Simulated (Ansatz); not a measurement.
**H2MgOS (SMILES [OH][Mg][SH]): a relaxed scan of the bond length S3–H5**

An exercise on one series of results from a longer session: the logs are not shown, and one member is left open.

Program: Ansatz 0.2.0, Gaussian basis. Level of theory: single points in def2-TZVPP. These are calculated values, not measurements.

Levels: PBE-D4, r2SCAN-D4, PBE0-D4, B3LYP-D4, wB97M-V, Hartree-Fock, MP2, CCSD, CCSD(T). The scan takes 1.103, 1.160, 1.243, 1.340, 1.447, 1.563, 1.686, 1.815, 1.950 Å.

Correlated methods freeze the cores. The outer core shell of Li, Na, Mg and K is correlated. B3LYP uses VWN-RPA correlation.

18 further runs of the same task are left out: 18 set aside as unsound or not needed.

### Where the work starts

SMILES `[OH][Mg][SH]`, 5 atoms, charge 0, spin multiplicity 1.

Atoms are counted from 1 here; the program's logs count them from 0.

Bond lengths: O1–Mg2 2.002 Å, O1–H4 0.960 Å, Mg2–S3 2.424 Å, S3–H5 1.433 Å. Angles: Mg2–O1–H4 103.1°, O1–Mg2–S3 178.7°, Mg2–S3–H5 92.0°.

Geometry (Å):

```mol
H2MgOS
  3D, bonds by distance, orders not assigned

  5  4  0  0  0  0  0  0  0  0999 V2000
   -1.6904   -1.3695    0.2304 O   0  0
   -0.4282    0.1149   -0.2283 Mg  0  0
    1.1429    1.8746   -0.7839 S   0  0
   -1.1271   -2.0040    0.6789 H   0  0
    2.1527    1.3103    0.0615 H   0  0
  1  2  8  0
  1  4  8  0
  2  3  8  0
  3  5  8  0
M  END
```

Set-up of the first run:

pre/in.yaml reads:

```yaml
crystal:
  periodic: [false, false, false]
  atoms:
    - {symbol: O, position_ang: [-1.690400, -1.369500, 0.230400]}
    - {symbol: Mg, position_ang: [-0.428200, 0.114900, -0.228300]}
    - {symbol: S, position_ang: [1.142900, 1.874600, -0.783900]}
    - {symbol: H, position_ang: [-1.127100, -2.004000, 0.678900]}
    - {symbol: H, position_ang: [2.152700, 1.310300, 0.061500]}
basis:
  gaussian: {orbitals: def2-SVP}
hamiltonian: {xc: pbe, dispersion: d4}
relax: {f_tol: 0.03, max_steps: 250}
```

No record of the launch command was kept for these runs.

Among the steps run: A first relaxation in a small basis; Finding the minimum; Reference energies at the minimum; S3–H5 = 1.103 Å; S3–H5 = 1.160 Å; S3–H5 = 1.243 Å; S3–H5 = 1.340 Å; S3–H5 = 1.447 Å; S3–H5 = 1.563 Å; S3–H5 = 1.686 Å; S3–H5 = 1.815 Å; S3–H5 = 1.950 Å.

One of the session's tables, all rows but one given; the rest of the session is left out.

It belongs to the step «The curves». Energies less that of the minimum at the same level (kJ/mol):

| bond length (Å) | PBE-D4 | PBE0-D4 | B3LYP-D4 | wB97M-V | Hartree-Fock |
| --- | --- | --- | --- | --- | --- |
| 1.103 | 119.9 | 114.8 | 113.1 | 111.8 | 108.2 |
| 1.160 | 64.0 | 59.9 | 59.0 | 57.9 | 54.4 |
| 1.243 | 18.0 | 15.5 | 15.3 | 14.6 | 12.2 |
| 1.340 | 0.1 | 0.0 | 0.0 | 0.0 | -0.1 |
| 1.345 (minimum) | 0.0 | 0.0 | 0.0 | 0.0 | 0.0 |
| 1.447 | 8.3 | 11.1 | 10.6 | 11.6 | 14.9 |
| 1.563 | ? | ? | ? | ? | ? |
| 1.686 | 75.0 | 85.0 | 81.6 | 86.1 | 98.9 |
| 1.815 | 119.8 | 134.0 | 128.0 | 135.8 | 153.8 |
| 1.950 | 166.7 | 185.1 | 176.4 | 187.4 | 210.4 |

**Question.** Estimate the row for bond length (Å) = 1.563.

Worked estimate for «PBE-D4». A straight line through the neighbours (1.447, 8.3) and (1.686, 75.0) gives 8.3 + (75.0 − 8.3) × (1.563 − 1.447) / (1.686 − 1.447) = 40.7; a parabola fitted to 4 rows on both sides gives 35.9.

**Answer.** PBE-D4: 35.7; PBE0-D4: 41.9; B3LYP-D4: 40.3; wB97M-V: 42.7; Hartree-Fock: 50.5. In «PBE-D4» the line misses by +5.0 and the parabola by +0.2.

Limits of these values: A polynomial through the near points puts the CCSD(T) minimum 0.004 Å below the PBE0-D4 value.
